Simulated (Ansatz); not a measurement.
# CF3+: small, medium and large basis sets

How large a basis does CF3+ need? Two functionals and correlated methods are run in growing sets.

Program: Ansatz 0.2.0, Gaussian basis. Level of theory: one geometry, several basis sets. These are calculated values, not measurements.

Levels to be run: PBE0-D4/def2-SVP; ωB97M-V/def2-SVP; PBE0-D4/def2-QZVPP; ωB97M-V/def2-QZVPP; CCSD(T)/cc-pV(D+d)Z; CCSD(T)/cc-pV(T+d)Z; CCSD(T)/cc-pV(Q+d)Z; the functionals' def2-TZVPP values are taken from earlier runs.

**1. The relaxed structure**

All runs share one geometry, relaxed beforehand with PBE0-D4 in a triple-zeta def2 set.

SMILES `F[C+](F)F`, 4 atoms, charge 1, spin multiplicity 1.

Atoms are counted from 1 here; the program's logs count them from 0.

Bond lengths: F1–C2 1.230 Å, C2–F3 1.230 Å, C2–F4 1.230 Å. Angles: F1–C2–F3 120.0°, F1–C2–F4 120.0°, F3–C2–F4 120.0°.

**2. PBE0-D4 in def2-SVP**

Input file in.yaml:

```yaml
crystal:
  periodic: [false, false, false]
  atoms:
    - {symbol: F, position_ang: [0.698592, -0.114630, 1.005430]}
    - {symbol: C, position_ang: [0.000002, 0.000001, -0.000001]}
    - {symbol: F, position_ang: [-0.609544, -0.973367, -0.439397]}
    - {symbol: F, position_ang: [-0.089041, 1.087997, -0.566032]}
basis:
  gaussian: {orbitals: def2-SVP}
total_charge: 1
hamiltonian: {xc: pbe0, dispersion: d4}
output: {orbitals: {seedname: orbitals}}
```

The run is started by

```
ansatz run in.yaml --threads 2 --pin off --events-out ev --progress --plain --max-ram 32768MiB --backend cpu
```

After this run come: ωB97M-V in def2-SVP; PBE0-D4 in def2-QZVPP; ωB97M-V in def2-QZVPP; CCSD(T) in cc-pV(D+d)Z; CCSD(T) in cc-pV(T+d)Z; CCSD(T) in cc-pV(Q+d)Z.

Q: Predict the results of all the runs planned. Wanted: MP2 correlation recovered, cc-pV(D+d)Z; MP2 correlation recovered, cc-pV(T+d)Z; MP2 correlation recovered, cc-pV(Q+d)Z; CCSD(T) limit from def2 sets; PBE0-D4: double and triple zeta above quadruple; ωB97M-V: double and triple zeta above quadruple.

The runs gave:

| quantity | value |
| --- | --- |
| MP2 correlation recovered, cc-pV(D+d)Z | 67.1 % |
| MP2 correlation recovered, cc-pV(T+d)Z | 87.2 % |
| MP2 correlation recovered, cc-pV(Q+d)Z | 94.7 % |
| CCSD(T) limit from def2 sets (earlier runs) less the limit of this series | 19 meV |
| PBE0-D4: double and triple zeta above quadruple | 11.57, 0.46 eV |
| ωB97M-V: double and triple zeta above quadruple | 11.73, 0.43 eV |

For PBE0-D4 the step from double to triple zeta gains 11.12 eV and the next only 0.46 eV. Correlation climbs from 67 % (cc-pV(D+d)Z) to 95 % (cc-pV(Q+d)Z) of the limit; Hartree-Fock is 0.223 eV from its own by then. A limit from the def2 sets, made apart, differs by 19 meV, a least measure of the doubt on such a limit. These are total energies; as a rule much of such shifts cancels in differences, which this series doesn't test.
